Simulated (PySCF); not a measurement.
C2H7OP.
Cartesian coordinates in Å at the PBE0-D3(BJ)/def2-SVP level; atoms count from 1:
```
atom  x, y, z in Å
C1    -1.3996    0.3260    0.2732
P2     0.3449    0.7003   -0.0601
C3     1.1613   -0.9147   -0.2021
O4     0.9807    1.6501    0.9022
H5    -1.8275   -0.3420   -0.4891
H6    -1.9620    1.2704    0.2938
H7    -1.4774   -0.1450    1.2644
H8     0.3034    1.1346   -1.4233
H9     2.2121   -0.7555   -0.4829
H10    1.1363   -1.4119    0.7791
H11    0.6728   -1.5540   -0.9527
```

All values: CAM-B3LYP/def2-SVPD (PySCF, non-relativistic), on one gas-phase PBE0-D3(BJ)/def2-SVP geometry that isn't relaxed in the solvent. The solvent is an IEF-PCM continuum (van der Waals radii × 1.2), and excitations are vertical TDDFT with non-equilibrium linear response and a frozen core. Only the electrostatic response of the medium enters.

Gas-phase singlets (H = HOMO, L = LUMO):

| state | E (eV) | λ (nm) | f | leading configurations |
| --- | --- | --- | --- | --- |
| S1 | 7.323 | 169 | 0.033 | H→L 73%, H→L+3 12% |
| S2 | 7.388 | 168 | 0.012 | H-1→L 53%, H-1→L+3 29% |
| S3 | 7.694 | 161 | 0.005 | H→L+3 80%, H→L 11% |
| S4 | 7.835 | 158 | 0.041 | H-1→L+3 59%, H-1→L 25% |
| S5 | 7.938 | 156 | 0.032 | H-1→L+1 79%, H-1→L+6 13% |

Q: What are the lowest 5 singlets in chloroform (ε = 4.711)?

A: 
```tsv
state	E (eV)	λ (nm)	f	leading configurations	change by rank (eV)
S1	7.558	164	0.056	H→L 60%, H→L+2 19%	+0.235
S2	7.576	164	0.014	H-1→L 51%, H-1→L+2 28%	+0.188
S3	8.113	153	0.000	H→L+3 61%, H→L 27%	+0.419
S4	8.251	150	0.096	H-1→L+3 62%, H-1→L 23%	+0.416
S5	8.359	148	0.050	H-1→L+1 77%, H-1→L+8 12%	+0.421
```

Q: How does the list change in acetonitrile (ε = 35.69)?

A: 
```
state  E (eV)  λ (nm)      f    leading configurations  change by rank (eV)
   S1   7.601     163  0.055        H→L 65%, H→L+2 21%               +0.278
   S2   7.614     163  0.014    H-1→L 60%, H-1→L+2 29%               +0.226
   S3   8.300     149  0.002        H→L+3 52%, H→L 24%               +0.606
   S4   8.444     147  0.099    H-1→L+3 61%, H-1→L 18%               +0.609
   S5   8.512     146  0.050  H-1→L+1 77%, H-1→L+8 13%               +0.574
```

Q: The ground-state energy changes by -0.475 eV from gas to acetonitrile. By how much does the total energy of gas-phase S5 change?

A: E(S5) = E(S0) + excitation energy, so it changes by -0.475 + 0.574 = +0.099 eV: it isn't lowered at all, while the ground state is. This is the vertical state, with the slow part of the continuum still set for S0.

Q: How do the frontier levels move from gas to acetonitrile?

A: 
```tsv
orbital	gas (eV)	solvent (eV)	change (eV)
LUMO+2	1.97	2.18	+0.21
LUMO+1	1.75	2.13	+0.38
LUMO	1.08	1.47	+0.39
HOMO	-9.17	-9.45	-0.28
HOMO-1	-9.22	-9.52	-0.30
HOMO-2	-11.73	-11.87	-0.14
HOMO-3	-12.19	-12.04	+0.15
```

The HOMO–LUMO gap goes from 10.25 to 10.93 eV. Rows go by rank; for HOMO-3, HOMO-2, LUMO, LUMO+1 and LUMO+2 the atom shares or the degeneracy differ between the runs, so the row needn't follow one orbital.
